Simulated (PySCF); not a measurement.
Molecule: `CC#CCF`, C4H5F.

Geometry (Å), atoms numbered from 1 in this order:
```xyz
10

C    -1.9968    0.1329   -0.2523
C    -0.5596   -0.0239   -0.1131
C     0.6409   -0.1466   -0.0015
C     2.0817   -0.3089    0.1410
F     2.7737    0.7957   -0.2886
H    -2.4429   -0.7245   -0.7794
H    -2.2311    1.0401   -0.8306
H    -2.4884    0.2230    0.7287
H     2.3366   -0.4909    1.1999
H     2.4214   -1.1829   -0.4423
```

Geometry PBE0-D3(BJ)/def2-SVP throughout; GIAO in PySCF 2.14.0 with density-fitted response routines, gas phase, one conformer, non-relativistic; equivalent atoms averaged; functional PBE0.

For orientation, pcSseg-1 gives these shifts δ (against TMS, CFCl3 at the same level): C2 92.1, C3 79.9, C4 71.3, C1 4.8, F5 -243.0, H9/H10 4.97, H6/H7/H8 1.94 ppm.

A run gave: C2 96.9, C3 84.3, C4 74.3, C1 6.3, F5 -271.6, H9/H10 5.18, H6/H7/H8 2.00 ppm (shifts δ (against TMS, CFCl3 at the same level)).

Which basis set was used in that run?
A. pcSseg-2
B. 6-31G
C. 6-31G*
D. pcSseg-0

Results:

D. F5 tells them apart best: pcSseg-0 gives -271.6, 6-31G* gives -230.8, pcSseg-2 gives -239.5, 6-31G gives -248.5 ppm.
